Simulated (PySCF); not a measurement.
# C₄H₅F: geometry, NMR shifts, spin-spin couplings, electronic excitations and core binding energies

What NMR shifts, spin-spin couplings, electronic excitations and core binding energies should C₄H₅F (`FCC1=CC1`) show?

The runs use PySCF 2.14.0, with density-fitted response routines of our own; the level of theory stands in each step. All values are computed, except where a source is named. Atoms are numbered from 0 throughout.

### 1 Starting geometry

10 atoms, charge 0, multiplicity 1; geometry from: GFN2-xTB.

Bonds of the start (Å): F0–C1 1.38, C1–C2 1.46, C2–C3 1.30, C3–C4 1.50, C4–C2 1.50, C1–H5 1.10, C1–H6 1.10, C3–H7 1.06, C4–H8 1.08, C4–H9 1.08.

### 2 Optimising the geometry at PBE0-D3(BJ)/def2-SVP

What the job is given:

```
{"job": {"xc": "PBE0", "basis": "def2-SVP", "d3": "d3bj", "grid": 1, "kind": "geom"}, "charge": 0, "multiplicity": 1}
F      2.166587    -0.988230    -0.463400
C      1.453782     0.038516     0.110775
C      0.011471    -0.128364    -0.079657
C     -1.036073    -0.755547    -0.524125
C     -1.310492     0.514880     0.228231
H      1.709815     0.046565     1.179089
H      1.805276     0.970011    -0.353764
H     -1.477311    -1.567529    -1.044601
H     -1.609495     1.406177    -0.312706
H     -1.704678     0.468175     1.237630
```

**Question.** This job is followed by: GIAO PBE0/pcSseg-1 NMR shielding, non-relativistic, gas phase; B3LYP/pcJ-1 indirect spin-spin coupling, non-relativistic, gas phase; TDDFT wB97X-D/def2-SVPD, vertical, gas phase, core orbitals frozen in the response; GIAO PBE0/pcSseg-2 NMR shielding, non-relativistic, gas phase; delta-SCF UKS SCAN, pcX-2 on the ionised atom, pcseg-1 elsewhere, spin-free X2C. What will the session give for the following? point group; rotational constants (main isotopes); ¹³C shifts against TMS (PBE0/pcSseg-1); ¹H shifts against TMS (PBE0/pcSseg-1, means over atoms taken as alike); ¹⁹F shifts against CFCl3 (PBE0/pcSseg-1); largest coupling of the table (B3LYP/pcJ-1); lowest singlet (wB97X-D/def2-SVPD); lowest triplet; vertical ionisation energy (ΔSCF); C1s binding energies, SCAN/pcX-2; F1s binding energies, SCAN/pcX-2; range of the shift of C2.

The runs gave:

| quantity | value |
| --- | --- |
| point group | Cs |
| rotational constants (main isotopes) | 16.00, 3.15, 2.73 GHz |
| ¹³C shifts against TMS (PBE0/pcSseg-1) | 124.3, 109.0, 82.5, 10.3 ppm |
| ¹H shifts against TMS (PBE0/pcSseg-1, means over atoms taken as alike) | 7.01, 5.53, 1.28 ppm |
| ¹⁹F shifts against CFCl3 (PBE0/pcSseg-1) | -249.6 ppm |
| largest coupling of the table (B3LYP/pcJ-1) | ¹J(F,C) F0–C1, -251.2 Hz |
| lowest singlet (wB97X-D/def2-SVPD) | 6.52 eV (190 nm), f = 0.128 |
| lowest triplet | 4.28 eV |
| vertical ionisation energy (ΔSCF) | 9.48 eV |
| C1s binding energies, SCAN/pcX-2 | C1 293.68, C4 291.14, C2 291.02, C3 290.70 eV |
| F1s binding energies, SCAN/pcX-2 | F0 692.61 eV |
| range of the shift of C2 | 124.3 to 129.3 ppm |

What this shows: Over 3 steps the energy fell by 0.040 eV; of the close pairs, C3–H7 changed most, 1.061 to 1.086 Å. No frequency check was run at this level, so the end point may be a saddle. The most deshielded hydrogen is H7 (hydrogen on an alkene CH), at 7.01 ppm: olefinic region. Of the pairs tabulated at B3LYP/pcJ-1, F0–C1 couples most strongly (-251.2 Hz; Fermi contact -294.9 Hz). Couplings across rotatable bonds belong to this one conformer; where others are populated, the observed values are averages. The lowest singlet, at 6.52 eV, is HOMO→LUMO 0.95 and is bright. The lowest triplet lies 2.24 eV below the lowest singlet (triplets in Tamm-Dancoff, singlets in full TDDFT). At wB97X-D/def2-SVPD, the highest states lie near or above the ionisation energy, where they hang on the basis. ΔSCF puts the ionisation energy at 9.48 eV, 0.45 eV above −ε(HOMO). The C1s levels kept as sound span 2.98 eV, from C3 (alkene CH) up to C1 (allylic sp3 CH2 bonded to F). In ppm, C2 moves most: its shift spreads over 4.9 ppm, from 124.3 (PBE0/pcSseg-1) to 129.3 (PBE0/pcSseg-2).
